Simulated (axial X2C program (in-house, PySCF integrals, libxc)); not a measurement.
**Al₂⁺: properties at the nuclei**

Wanted for Al₂⁺: properties at the nuclei, at the two-component level.

The runs use an in-house X2C program for linear molecules on PySCF integrals; two-component X2C with atomic mean-field terms, Al dyall-v3z.

All values are calculated.

### 1 Set-up

Contents of task.json:

```json
{
 "zs": [
  13,
  13
 ],
 "q": 1,
 "bas": [
  "dyall-v3z",
  "dyall-v3z"
 ],
 "r0": 2.52,
 "levels": [
  "PBE0",
  "HF",
  "BP86",
  "LDA",
  "TPSSh"
 ],
 "nst": 3
}
```

Keys: zs atomic numbers; q charge; bas basis sets; r0 starting distance in Å; levels methods (HF also brings MP2); nst determinants followed.

On the command line:

```
$ python soeom.py task.json out
```

The runs that follow: Expectation values, lowest determinant; Expectation values, a higher determinant.

What does the calculation give? Wanted: lowest determinant; A∥/gI Al; qzz Al; higher determinant (for each run or level that gives them).

As calculated:

| quantity | value |
| --- | --- |
| lowest determinant | Ω = 1/2 (excess of +ω over −ω: ω = 1/2) |
| A∥/gI Al (MHz), PBE0 | 71.1 |
| qzz Al (a.u.), PBE0 | -0.98 |
| higher determinant | Ω = 3/2 (excess of +ω over −ω: ω = 3/2) |
| A∥/gI Al (MHz), PBE0, higher determinant | 18.7 |
| qzz Al (a.u.), PBE0, higher determinant | 0.14 |

**Reading.** The expectation values come from single determinants, which for open shells can mix terms of unlike spin or miss the lowest Ω, so a determinant need not be a state. A∥ is the parallel hyperfine constant, which follows by multiplying with the nuclear g factor gI = μI/(I μN); qzz is the electric field gradient, eQq0 = 234.96 MHz × Q/barn × qzz. The operators were transformed with the bare-nucleus X2C matrices.
